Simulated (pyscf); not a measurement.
PySCF, gas phase, ωB97X-D3(BJ)/def2-SVP geometries.

Problem. For the elementary gas-phase step HO–Pb:–OH [singlet] + H• → [O=Pb–OH]• + H₂ (doublet surface; H–O broken, H–H formed), what barrier and reaction energy does ωB97M-D3(BJ)/def2-TZVP give, measured from the separated reactants?

Solution. ΔE‡ = 0.67 eV, ΔE = +0.47 eV. Zero-point energy shifts the barrier by -0.04 eV. It is a hydrogen abstraction, with an imaginary mode of 960i cm⁻¹. This is the saddle that the search found; another between the same sides may lie lower. The angle at the transferred H is 162°. Elements past Kr carry the def2 core potentials, without spin-orbit coupling.
